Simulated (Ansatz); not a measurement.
# AlCN (quintet): the correlation ladder, cc-pVTZ

Aim: climb from Hartree-Fock through coupled cluster for AlCN (quintet) at one geometry and basis, and see what each rung misses.

Method: cc-pVTZ, core rule «outside noble gas», up to 7 orbitals frozen; program: Ansatz 0.2.0, Gaussian basis.

The runs, in order: UHF; CCSD(T) on ROHF; CCSD(T) on UHF; BCCD(T) on ROHF; CCSDT(Q) on ROHF; CCSDT(Q) on UHF.

10 further runs of the same task are left out: 4 for a known fault of the program, 6 set aside as unsound or not needed.

## (1) The system

The geometry is a PBE0/def2-TZVP stationary point (not a proven minimum) of the parent state, kept for this charge and spin.

3 atoms, charge 0, spin multiplicity 5.

Atoms are counted from 1 here; the program's logs count them from 0.

Bond lengths: C1–Al2 1.902 Å, Al2–N3 1.738 Å. Angles: C1–Al2–N3 180.0°.

In the tables R marks a restricted open-shell determinant and U an unrestricted one; energies count from the table's Hartree-Fock row.

## (2) UHF

The input, in.yaml:

```yaml
crystal:
  periodic: [false, false, false]
  atoms:
    - {symbol: C, position_ang: [0.000000, 0.000000, 1.847367]}
    - {symbol: Al, position_ang: [0.000000, 0.000000, -0.054933]}
    - {symbol: N, position_ang: [0.000000, 0.000000, -1.792433]}
basis:
  gaussian: {orbitals: cc-pVTZ}
magnetization: {spin_polarized: true, initial_magnetization: 4}
hamiltonian: {xc: hf}
output: {orbitals: {seedname: orbitals}}
```

Started as:

```sh
> ansatz run in.yaml --threads 1 --pin off --events-out ev --progress --plain --max-ram 4096MiB --backend cpu
```

The program printed:

```text
Functional definition: HF
  name "HF"
  cite "Fock, Z. Phys. 61, 126 (1930) doi:10.1007/BF01340294"
  parent pbe
  exchange = exact_x
  correlation = 0
778 factors; their error is unknown
mean field evaluation 1: about -9086.6325 eV, gradient 1.8e1 eV
mean field evaluation 2: about -9087.8657 eV, gradient 1.5e1 eV
mean field evaluation 4: about -9089.3380 eV, gradient 1.6e0 eV
mean field evaluation 8: about -9089.4712 eV, gradient 3.6e-1 eV
mean field evaluation 16: about -9089.5252 eV, gradient 1.6e-1 eV
mean field evaluation 32: about -9089.6805 eV, gradient 4.0e-2 eV
mean field evaluation 64: about -9088.2105 eV, gradient 6.6e0 eV
mean field evaluation 96: about -9088.4279 eV, gradient 3.3e0 eV
mean field evaluation 128: about -9089.6150 eV, gradient 4.3e-1 eV
mean field evaluation 160: about -9088.2406 eV, gradient 2.8e0 eV
mean field evaluation 192: about -9088.2991 eV, gradient 3.3e0 eV
mean field evaluation 224: about -9086.6822 eV, gradient 3.9e0 eV
mean field evaluation 256: about -9089.5962 eV, gradient 2.9e-1 eV
mean field evaluation 288: about -9089.5225 eV, gradient 1.2e-1 eV
mean field evaluation 320: about -9084.9297 eV, gradient 4.3e0 eV
mean field -9089.68076424 eV, -334.0396068790 hartree, gradient 3.5e-5 eV, S^2 6.476057; 5 other end points of the search recorded, 0 dependent functions left out
reference -9089.68076424 eV, -334.0396068790 hartree; 15, 11 occupied and 79, 83 virtual orbitals, 778 factors
Total energy: -9089.68076424 eV, -334.0396068790 hartree
```

It took 8.5 s on 1 thread of AMD EPYC 7R13, shared host.

From the report: ⟨S²⟩ of the determinant 6.476 (pure quintet: 6.00).

## (3) CCSD(T) on ROHF

in.yaml, as its differences from that of step 2:

```diff
@@ -8,4 +8,3 @@
   gaussian: {orbitals: cc-pVTZ}
-magnetization: {spin_polarized: true, initial_magnetization: 4}
-hamiltonian: {xc: hf}
-output: {orbitals: {seedname: orbitals}}
+magnetization: {spin_polarized: false, initial_magnetization: 4}
+correlation: {method: ccsd_t, electrons: outside_noble_gas}
```

Started as:

```sh
> ansatz run in.yaml --threads 2 --pin off --events-out ev --progress --plain --max-ram 24576MiB --backend cuda --devices 0, --max-vram 18GiB
```

The program printed (excerpt; [...] marks lines left out):

```text
Functional definition: HF
  name "HF"
  cite "Fock, Z. Phys. 61, 126 (1930) doi:10.1007/BF01340294"
  parent pbe
[...]
576 factors; integrals over basis functions are off by at most 1.4e-3 eV
[...]
mean field -9089.22749185 eV, -334.0229494259 hartree, gradient 3.5e-6 eV, S^2 6.000000; 16 other end points of the search recorded, 0 dependent functions left out
[...]
determinant -9089.22749185 eV, -334.0229494259 hartree, with singles and doubles -9098.58899910 eV, -334.3669784717 hartree
determinant -9089.02267709 eV, -334.0154226222 hartree, with singles and doubles -9098.16778013 eV, -334.3514989602 hartree
determinant -9088.31155655 eV, -333.9892894246 hartree, with singles and doubles -9098.23889921 eV, -334.3541125381 hartree
determinant -9088.00965934 eV, -333.9781949064 hartree, with singles and doubles -9097.98813621 eV, -334.3448971678 hartree
[...]
determinant -9085.80128875 eV, -333.8970387841 hartree, with singles and doubles -9094.55848297 eV, -334.2188597361 hartree
determinant -9089.22749185 eV, -334.0229494259 hartree, with singles and doubles -9098.54923658 eV, -334.3655172261 hartree
determinant -9089.02267709 eV, -334.0154226222 hartree, with singles and doubles -9098.06213523 eV, -334.3476165818 hartree
determinant -9088.31155655 eV, -333.9892894246 hartree, with singles and doubles -9098.34817253 eV, -334.3581282584 hartree
7 core orbitals not correlated: weight in the atoms' cores, before any rotation towards them, 1.000 or more for the frozen orbitals, at most 0.000 for the correlated occupied ones
reference -9089.22749185 eV, -334.0229494259 hartree; 8, 4 occupied and 79, 83 virtual orbitals, 576 factors
second order -8.46647290 eV of doubles, -0.10263857 eV of singles
cycle   1  -9.32174539 eV  change   -6.6e-7 eV  update   4.0e-6
perturbative correction -0.54954898 eV, -0.0201955525 hartree
Total energy: -9099.09878622 eV, -334.3857128028 hartree
```

It took 25 s on 1 × H100 (card shared with other runs) with 2 threads of AMD EPYC 7R13, shared host; peak host memory 0.82 GiB.

From the report: correlation -9.8713 eV; T1 0.057; largest double amplitude 0.06.

## (4) CCSD(T) on UHF

in.yaml, as its differences from that of step 3:

```diff
@@ -8,3 +8,3 @@
   gaussian: {orbitals: cc-pVTZ}
-magnetization: {spin_polarized: false, initial_magnetization: 4}
+magnetization: {spin_polarized: true, initial_magnetization: 4}
 correlation: {method: ccsd_t, electrons: outside_noble_gas}
```

Same command.

The program printed (excerpt; [...] marks lines left out):

```text
Functional definition: HF
  name "HF"
  cite "Fock, Z. Phys. 61, 126 (1930) doi:10.1007/BF01340294"
  parent pbe
[...]
576 factors; integrals over basis functions are off by at most 1.4e-3 eV
[...]
mean field -9089.68096531 eV, -334.0396142683 hartree, gradient 3.0e-6 eV, S^2 6.476056; 29 other end points of the search recorded, 0 dependent functions left out
determinant -9089.68096531 eV, -334.0396142683 hartree, with singles and doubles -9098.52094193 eV, -334.3644774169 hartree
determinant -9089.63383446 eV, -334.0378822414 hartree, with singles and doubles -9098.57191309 eV, -334.3663505725 hartree
determinant -9089.29714571 eV, -334.0255091580 hartree, with singles and doubles -9098.14306211 eV, -334.3505905897 hartree
determinant -9089.23512408 eV, -334.0232299051 hartree, with singles and doubles -9098.17222112 eV, -334.3516621634 hartree
[...]
determinant -9089.68096531 eV, -334.0396142683 hartree, with singles and doubles -9098.56217686 eV, -334.3659927725 hartree
determinant -9089.63383446 eV, -334.0378822414 hartree, with singles and doubles -9098.57434993 eV, -334.3664401246 hartree
determinant -9089.29714571 eV, -334.0255091580 hartree, with singles and doubles -9098.06170339 eV, -334.3476007117 hartree
determinant -9089.23512408 eV, -334.0232299051 hartree, with singles and doubles -9098.07067473 eV, -334.3479304024 hartree
7 core orbitals not correlated: weight in the atoms' cores, before any rotation towards them, 1.000 or more for the frozen orbitals, at most 0.000 for the correlated occupied ones
reference -9089.63383446 eV, -334.0378822414 hartree; 8, 4 occupied and 79, 83 virtual orbitals, 576 factors
second order -7.67627627 eV of doubles, -0.00000000 eV of singles
cycle   1  -8.94051758 eV  change   -2.1e-6 eV  update   2.5e-6
perturbative correction -0.48784307 eV, -0.0179279022 hartree
Total energy: -9099.06219511 eV, -334.3843681045 hartree
```

Wall time 16 s (1 × H100 (card shared with other runs) with 2 threads of AMD EPYC 7R13, shared host); peak host memory 0.82 GiB.

From the report: ⟨S²⟩ of the determinant 6.424 (pure quintet: 6.00); correlation -9.4284 eV; T1 0.066; largest double amplitude 0.07.

## (5) BCCD(T) on ROHF

in.yaml, as its differences from that of step 4:

```diff
@@ -8,3 +8,3 @@
   gaussian: {orbitals: cc-pVTZ}
-magnetization: {spin_polarized: true, initial_magnetization: 4}
-correlation: {method: ccsd_t, electrons: outside_noble_gas}
+magnetization: {spin_polarized: false, initial_magnetization: 4}
+correlation: {method: bccd_t, electrons: outside_noble_gas}
```

Launched as before.

The program printed (excerpt; [...] marks lines left out):

```text
Functional definition: HF
  name "HF"
  cite "Fock, Z. Phys. 61, 126 (1930) doi:10.1007/BF01340294"
  parent pbe
[...]
576 factors; integrals over basis functions are off by at most 1.4e-3 eV
[...]
mean field -9089.22749185 eV, -334.0229494259 hartree, gradient 3.5e-6 eV, S^2 6.000000; 16 other end points of the search recorded, 0 dependent functions left out
[...]
determinant -9089.22749185 eV, -334.0229494259 hartree, with singles and doubles -9098.58899910 eV, -334.3669784717 hartree
determinant -9089.02267709 eV, -334.0154226222 hartree, with singles and doubles -9098.16778013 eV, -334.3514989602 hartree
determinant -9088.31155655 eV, -333.9892894246 hartree, with singles and doubles -9098.23889921 eV, -334.3541125381 hartree
determinant -9088.00965934 eV, -333.9781949064 hartree, with singles and doubles -9097.98813621 eV, -334.3448971678 hartree
[...]
determinant -9089.22749185 eV, -334.0229494259 hartree, with singles and doubles -9098.54923658 eV, -334.3655172261 hartree
determinant -9089.02267709 eV, -334.0154226222 hartree, with singles and doubles -9098.06213523 eV, -334.3476165818 hartree
determinant -9088.31155655 eV, -333.9892894246 hartree, with singles and doubles -9098.34817253 eV, -334.3581282584 hartree
7 core orbitals not correlated: weight in the atoms' cores, before any rotation towards them, 1.000 or more for the frozen orbitals, at most 0.000 for the correlated occupied ones
reference -9089.22749185 eV, -334.0229494259 hartree; 8, 4 occupied and 79, 83 virtual orbitals, 576 factors
second order -8.46647290 eV of doubles, -0.10263857 eV of singles
cycle   1  -9.22792035 eV  change    9.4e-2 eV  update   5.0e-2
[...]
cycle  17  -9.29055738 eV  change    3.2e-6 eV  update   8.6e-6
perturbative correction -0.56884009 eV, -0.0209044878 hartree
Total energy: -9099.08688933 eV, -334.3852756002 hartree
```

Run time: 17 s. Hardware: 1 × H100 (card shared with other runs) with 2 threads of AMD EPYC 7R13, shared host; peak host memory 0.82 GiB.

From the report: correlation -9.8594 eV; largest double amplitude 0.06.

## (6) CCSDT(Q) on ROHF

in.yaml, as its differences from that of step 5:

```diff
@@ -9,2 +9,2 @@
 magnetization: {spin_polarized: false, initial_magnetization: 4}
-correlation: {method: bccd_t, electrons: outside_noble_gas}
+correlation: {method: ccsdt_q, electrons: outside_noble_gas}
```

The command is unchanged.

The program printed (excerpt; [...] marks lines left out):

```text
Functional definition: HF
  name "HF"
  cite "Fock, Z. Phys. 61, 126 (1930) doi:10.1007/BF01340294"
  parent pbe
[...]
1133 factors; integrals over basis functions are off by at most 1.8e-7 eV
[...]
mean field -9089.22752565 eV, -334.0229506680 hartree, gradient 3.7e-6 eV, S^2 6.000000; 16 other end points of the search recorded, 0 dependent functions left out
[...]
determinant -9089.22752565 eV, -334.0229506680 hartree, with singles and doubles -9098.58904071 eV, -334.3669800010 hartree
determinant -9089.02270743 eV, -334.0154237372 hartree, with singles and doubles -9098.16781925 eV, -334.3515003979 hartree
determinant -9088.31158748 eV, -333.9892905610 hartree, with singles and doubles -9098.23893977 eV, -334.3541140288 hartree
determinant -9088.00968981 eV, -333.9781960264 hartree, with singles and doubles -9097.98817967 eV, -334.3448987650 hartree
[...]
determinant -9089.22752565 eV, -334.0229506680 hartree, with singles and doubles -9098.54926145 eV, -334.3655181402 hartree
determinant -9089.02270743 eV, -334.0154237372 hartree, with singles and doubles -9098.06215838 eV, -334.3476174326 hartree
determinant -9088.31158748 eV, -333.9892905610 hartree, with singles and doubles -9098.34819787 eV, -334.3581291898 hartree
7 core orbitals not correlated: weight in the atoms' cores, before any rotation towards them, 1.000 or more for the frozen orbitals, at most 0.000 for the correlated occupied ones
reference -9089.22752565 eV, -334.0229506680 hartree; 8, 4 occupied and 79, 83 virtual orbitals, 1133 factors
second order -8.46648553 eV of doubles, -0.10263837 eV of singles
cycle   1  -8.77402137 eV  change   -2.0e-1 eV  update   1.5e-1
[...]
cycle  30  -9.93667880 eV  change   -5.8e-7 eV  update   9.5e-7
perturbative correction -0.05156919 eV, -0.0018951326 hartree
Total energy: -9099.21577364 eV, -334.3900120113 hartree
```

It took 47 s on 1 × H100 (card shared with other runs) with 2 threads of AMD EPYC 7R13, shared host; peak host memory 1.2 GiB.

From the report: correlation -9.9882 eV; T1 0.070; largest double amplitude 0.10.

## (7) CCSDT(Q) on UHF

in.yaml, as its differences from that of step 6:

```diff
@@ -8,3 +8,3 @@
   gaussian: {orbitals: cc-pVTZ}
-magnetization: {spin_polarized: false, initial_magnetization: 4}
+magnetization: {spin_polarized: true, initial_magnetization: 4}
 correlation: {method: ccsdt_q, electrons: outside_noble_gas}
```

Launched as before.

The program printed (excerpt; [...] marks lines left out):

```text
Functional definition: HF
  name "HF"
  cite "Fock, Z. Phys. 61, 126 (1930) doi:10.1007/BF01340294"
  parent pbe
[...]
1133 factors; integrals over basis functions are off by at most 1.8e-7 eV
[...]
mean field -9089.68099812 eV, -334.0396154737 hartree, gradient 1.9e-6 eV, S^2 6.476057; 29 other end points of the search recorded, 0 dependent functions left out
determinant -9089.68099812 eV, -334.0396154737 hartree, with singles and doubles -9098.52098142 eV, -334.3644788681 hartree
determinant -9089.63386753 eV, -334.0378834567 hartree, with singles and doubles -9098.57195269 eV, -334.3663520279 hartree
determinant -9089.29717619 eV, -334.0255102782 hartree, with singles and doubles -9098.14310004 eV, -334.3505919835 hartree
determinant -9089.23515463 eV, -334.0232310278 hartree, with singles and doubles -9098.17225987 eV, -334.3516635875 hartree
[...]
determinant -9089.63386753 eV, -334.0378834567 hartree, with singles and doubles -9098.57437467 eV, -334.3664410338 hartree
determinant -9089.29717619 eV, -334.0255102782 hartree, with singles and doubles -9098.06172645 eV, -334.3476015595 hartree
determinant -9089.23515463 eV, -334.0232310278 hartree, with singles and doubles -9098.07069750 eV, -334.3479312394 hartree
7 core orbitals not correlated: weight in the atoms' cores, before any rotation towards them, 1.000 or more for the frozen orbitals, at most 0.000 for the correlated occupied ones
reference -9089.63386753 eV, -334.0378834567 hartree; 8, 4 occupied and 79, 83 virtual orbitals, 1133 factors
second order -7.67628477 eV of doubles, -0.00000000 eV of singles
cycle   1  -8.19461342 eV  change   -5.2e-1 eV  update   1.3e-1
[...]
cycle  29  -9.53012758 eV  change   -3.2e-7 eV  update   6.7e-7
perturbative correction -0.06941499 eV, -0.0025509538 hartree
Total energy: -9099.23341010 eV, -334.3906601392 hartree
```

Run time: 59 s. Hardware: 1 × H100 (card shared with other runs) with 2 threads of AMD EPYC 7R13, shared host; peak host memory 1.1 GiB.

From the report: ⟨S²⟩ of the determinant 6.424 (pure quintet: 6.00); correlation -9.5995 eV; T1 0.076; largest double amplitude 0.11.

## (8) The ladder

No level here is safe as a reference; RCCSDT(Q) serves as a yardstick only. Rows without a time come out of other runs: HF, MP2 and CCSD of CCSD(T), CCSDT of CCSDT(Q).

Differences are taken before rounding.

| method | energy from the lowest RHF (kcal/mol) | from RCCSDT(Q) (kcal/mol) | time |
| --- | --- | --- | --- |
| RHF | 0.00 | +230.34 |  |
| UHF | -10.45 | +219.88 | 8.5 s |
| RMP2 | -197.61 | +32.73 |  |
| UMP2 | -186.39 | +43.95 |  |
| RCCSD | -214.96 | +15.37 |  |
| UCCSD | -215.54 | +14.79 |  |
| RCCSD(T) | -227.64 | +2.70 | 25 s (GPU) |
| UCCSD(T) | -226.79 | +3.54 | 16 s (GPU) |
| BCCD(T) | -227.36 | +2.97 | 17 s (GPU) |
| RCCSDT | -229.15 | +1.19 |  |
| UCCSDT | -229.14 | +1.19 |  |
| RCCSDT(Q) | -230.34 | 0 | 47 s (GPU) |
| UCCSDT(Q) | -230.74 | -0.41 | 59 s (GPU) |

Some runs used a GPU and others CPU threads alone; cost is compared among the GPU runs only.

Among the levels timed on like hardware and quicker than the yardstick, those that no quicker one beats, quickest first: UCCSD(T) (16 s, +3.54 kcal/mol); BCCD(T) (17 s, +2.97 kcal/mol); RCCSD(T) (25 s, +2.70 kcal/mol).

## (9) Summary of results

```
                      quantity            value
RCCSDT(Q) below the RHF energy       -9.9883 eV
           RMP2 from RCCSDT(Q)  +32.73 kcal/mol
           UMP2 from RCCSDT(Q)  +43.95 kcal/mol
          RCCSD from RCCSDT(Q)  +15.37 kcal/mol
       RCCSD(T) from RCCSDT(Q)   +2.70 kcal/mol
       UCCSD(T) from RCCSDT(Q)   +3.54 kcal/mol
      UCCSDT(Q) from RCCSDT(Q)   -0.41 kcal/mol
                 T1 diagnostic            0.057
```

RCCSD(T) misses by +2.70 kcal/mol, 1.2 % of the correlation energy. CCSD(T) misses by +2.70 kcal/mol on the restricted determinant and by +3.54 kcal/mol on the unrestricted one; the two need not hold the same state or core. Coupled cluster took another determinant than the lowest Hartree-Fock one. Warnings: spin contamination; coupled cluster took another determinant than the lowest; large T1 diagnostic.
